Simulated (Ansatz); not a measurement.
Conformers of `COCC#N`, each relaxed with PBE0-D4/def2-TZVP in Ansatz. CBS adds the triple-zeta coupled-cluster correction to the MP2 limit.

Not all of them had a frequency check.

Conformer A:

```xyz
10

C    -0.701    0.740    1.135
O    -0.492   -0.425    0.376
C     0.458   -0.222   -0.626
C     0.643   -1.455   -1.384
N     0.815   -2.408   -2.001
H    -1.071    1.564    0.511
H     0.221    1.062    1.636
H    -1.450    0.499    1.888
H     0.146    0.569   -1.326
H     1.431    0.076   -0.208
```

Conformer B:

Cartesian coordinates in Å:
```
C 0.395 0.993 0.848
O 1.006 -0.029 0.093
C 0.170 -0.567 -0.882
C -0.981 -1.289 -0.318
N -1.881 -1.840 0.134
H 0.070 1.820 0.203
H 1.145 1.359 1.548
H -0.469 0.617 1.409
H -0.218 0.206 -1.562
H 0.763 -1.269 -1.472
```

(1) Which is lowest in electronic energy at CCSD(T)/CBS (frozen core, def2 sets), and by how much? (Best estimate.)

(2) Give the energies relative to B (kJ/mol) with B2PLYP/def2-TZVPP, PBE0/def2-TZVPP, SCS-MP2/def2-TZVPP, CCSD/def2-TZVPP, CCSD(T)/def2-TZVPP, CCSD/def2-QZVPP, MP2/CBS(def2). (An estimate is asked.)

## Answers

(1) Ansatz gave: B; A lies 6.2 kJ/mol higher.

(2) The calculation gave: 
| level | A |
| --- | --- |
| B2PLYP/def2-TZVPP | 5.5 |
| PBE0/def2-TZVPP | 5.5 |
| SCS-MP2/def2-TZVPP | 6.1 |
| CCSD/def2-TZVPP | 5.7 |
| CCSD(T)/def2-TZVPP | 6.4 |
| CCSD/def2-QZVPP | 5.5 |
| MP2/CBS(def2) | 6.7 |
